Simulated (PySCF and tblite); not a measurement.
Values are calculated unless marked as measured or tabulated.
System: C₆H₁₀, numbered as in [CH2:1]=[C:2]1[CH2:3][CH2:4][CH2:5][CH2:6]1.

Motion: inversion of the 5-membered ring (2–3–4–5–6). GFN2-xTB gives an electronic barrier of 2.2 kcal/mol.

The barrier is low, and the GFN2-xTB saddle may lie off the DFT one, so take it as rough.

(1) What does B3LYP/pcSseg-1 + D3(BJ) give on GFN2-xTB geometries?

Programs: tblite and PySCF.

Results:

(1) A barrier of 1.8 kcal/mol, 0.5 below the tight-binding barrier (from unrounded values) and, with GFN2-xTB thermal terms, ΔG‡(298 K) = 2.0 kcal/mol and k = 4.2×10¹¹ s⁻¹ (2 equivalent paths).
